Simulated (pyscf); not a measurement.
A first-order saddle from PySCF, ωB97X-D3(BJ)/def2-SVP:

```xyz
11

O     -2.7776     0.0390    -0.0408
B     -1.4013    -0.7345     0.2155
O     -0.9037    -1.3924    -0.8963
H     -3.3843    -0.1240     0.6956
H     -1.4037    -1.3438     1.2618
H     -0.9673    -0.8775    -1.7075
Si     0.0238     0.9788     0.5710
H     -1.8363     0.6930     0.3063
H      0.4619     1.6147    -0.7120
H      1.1216     0.0979     1.0614
H     -0.1655     2.0678     1.5841
```

Surface: singlet, charge 0. Lowest wavenumbers (cm⁻¹): 1412i, 121, 183, 315, 364.

Question: What reaction is this the transition state of?

Answer: `[OH][BH][OH]` + `[SiH4]` ⇌ `[OH2]` + `[OH][BH][SiH3]`, a four-centre exchange read from left to right: B–O, H–Si broken and H–O, B–Si formed. At CCSD(T)/def2-TZVPP + ΔMP2(QZVPP) it lies +266.9 kJ/mol from the left side and +104.8 kJ/mol from the right (each side as separated species at their lowest minima found). On the product side the descent ends in a complex, 21.7 kJ/mol under the separated species and 115.7 kJ/mol under the saddle at ωB97X-D3(BJ)/def2-TZVP. The products may also form a dative adduct at HO–BH–SiH₃; it and routes through it were not searched. At ωB97X-D3(BJ)/def2-TZVP the barrier from the zero used here is 256.6 kJ/mol. The same reactants have a lower exit, to HO–SiH₃ + H₂B–OH (barrier +121.3 kJ/mol at ωB97M-D3(BJ)/def2-TZVP, against +264.1 kJ/mol here). HO–BH–SiH₃ lies 105.8 kJ/mol over its isomer H₂B–O–SiH₃ (electronic energy, ωB97M-D3(BJ)/def2-TZVP). This is the saddle that the search found; another between the same sides may lie lower. The CCSD(T) − MP2 part came from Ansatz, without density fitting, on the same reference.
